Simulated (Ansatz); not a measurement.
hcp Zn was calculated with PBEsol in Ansatz (PAW).

Numerical settings: plane-wave cutoff 520 eV, 16×16×10 k mesh (along the axes of the cell as run), Fermi–Dirac smearing 0.1 eV, perturbation theory, force constants from a 4×4×2 q mesh, scalar-relativistic PAW data made under PBE.

Computed at the level's own relaxed cell.

Harmonic phonon frequencies (cm⁻¹; i marks an imaginary mode):

| q point | frequencies |
|---|---|
| Γ | 0 0 0 74 74 146 |
| A | (withheld) |

Some entries are withheld; supply them.


- A, frequencies: 60 60 60 60 96 96

No imaginary mode appears at these points.

Ansatz is a program for electronic structure.
